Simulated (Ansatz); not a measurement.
ClFSi, SMILES `F[Si]Cl`. Total charge 0; spin multiplicity 1.

```xyz
3

F    -0.2005    0.5096    1.2632
Si    0.7855   -0.0112    0.1115
Cl   -0.5850   -0.4985   -1.3748
```

Q: What are the harmonic wavenumbers in cm⁻¹ at PBE0-D4/def2-TZVP (Ansatz, finite differences of forces, unscaled)? (Best estimate.)

A: The calculation gave: 262, 523, 858.

Q: Is this a minimum?

A: Yes, all 3 modes are real.

Q: Give the ideal-gas thermochemistry at 298.15 K and 1 bar (rigid rotor, harmonic oscillator; point group Cs, symmetry number 1).

A: Zero-point energy 9.8 kJ/mol; H(298) − E = 21.7 kJ/mol; entropy 275.4 J/(mol·K), of which translation 163.9, rotation 101.4, vibration 10.1; G(298) − E = -60.4 kJ/mol.

Q: Rotational constants (cm⁻¹)?

A: 0.7766, 0.1487, 0.1248.
